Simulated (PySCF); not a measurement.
C3H4ClNO.
Cartesian coordinates in Å at the GFN2-xTB level; atoms count from 1:
```
atom  x, y, z in Å
N1    -1.8122    0.3749   -0.0453
C2    -0.6400   -0.1184   -0.5154
O3    -0.5564   -0.6777   -1.5876
C4     0.5117    0.0906    0.3973
C5     1.7145   -0.3497    0.0477
Cl6    3.1073   -0.1670    1.0116
H7    -2.6375    0.2695   -0.6111
H8    -1.8882    0.8396    0.8409
H9     0.3384    0.6018    1.3320
H10    1.8714   -0.8589   -0.8928
```

Computed with TDDFT PBE0/def2-SVPD, vertical, gas phase, core orbitals frozen in the response in PySCF.

Computed states:

```tsv
state	E (eV)	f
S1	4.57	0.0000
S2	5.74	0.112
S3	5.97	0.396
S4	6.35	0.0000
S5	6.95	0.0013
S6	7.11	0.016
```

Broadening: Gaussians 0.4 eV wide at half height, area fixed by f = 4.319×10⁻⁹ ∫ε dν̃. The width is an assumption, not a result. The curve ends short of the highest state used, and states not computed would add to its high-energy end.

(1) What does the envelope look like, and where are its maxima?

(2) Coming from long wavelengths, where does ε first pass 100 L mol⁻¹ cm⁻¹?

(3) On this curve, what absorbance would a 10⁻⁵ mol/L sample give at 222 nm over a 1 cm path?

Answers

(1) 
λ (nm), ε (L mol⁻¹ cm⁻¹) and a bar:
```
    190.4        182 
    192.6        644 #
    194.8       1891 ##
    197.1       4721 #####
    199.3       9372 #########
    201.5      15666 ################
    203.7      22350 ######################
    205.9      27605 ############################
    208.1      29969 ##############################
    210.4      28963 #############################
    212.6      25435 #########################
    214.8      20646 #####################
    217.0      15695 ################
    219.2      11261 ###########
    221.4       7645 ########
    223.7       4796 #####
    225.9       2884 ###
    228.1       1626 ##
    230.3        858 #
    232.5        423 
    234.7        195 
    237.0         81 
    239.2         33 
    241.4         13 
    243.6          5 
    245.8          2 
    248.0          1 
    250.3          0 
    252.5          0 
    254.7          0 
    256.9          0 
    259.1          0 
    261.4          0 
    263.6          0 
    265.8          0 
    268.0          0 
    270.2          0 
    272.4          0 
    274.7          0 
    276.9          0 
    279.1          0 
    281.3          0 
    283.5          0 
    285.7          0 
    288.0          0 
    290.2          0 
    292.4          0 
    294.6          0 
    296.8          0 
    299.0          0 
    301.3          0 
    303.5          0 
    305.7          0 
    307.9          0 
    310.1          0 
    312.3          0
```

Maxima: 209 nm (5.95 eV), ε about 30000, made up of S2 (12%) and S3 (88%) (ε in L mol⁻¹ cm⁻¹; maxima over ε = 5, shares over 10%).

(2) At about 236 nm (5.24 eV), 0.67 eV above S1.

(3) 222 nm is 5.585 eV, where ε is about 6800 L mol⁻¹ cm⁻¹, so A = ε c l ≈ 0.068 (Beer–Lambert, with the gas-phase spectrum and the assumed width).

One conformer stands for the species.
